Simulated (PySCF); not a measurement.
Level of theory: PBE-D3(BJ)/def2-TZVP // r2SCAN-D4/def2-TZVP (PySCF 2.14.0). Isolated molecules, 0 K electronic values unless said otherwise. 

Reference species (SMILES): `C[SiH3]` (neutral, multiplicity 1).

```
Quantity        Value
-------------  ------
dipole moment  0.86 D
```

Changed species: `FC(F)(F)[SiH3]` (X = trifluoromethyl, parent; the reference has X = methyl, parent).

### Question
What does the change do to the dipole moment?

### Answer
the dipole moment rises by 1.14 D, to 2.00 D.
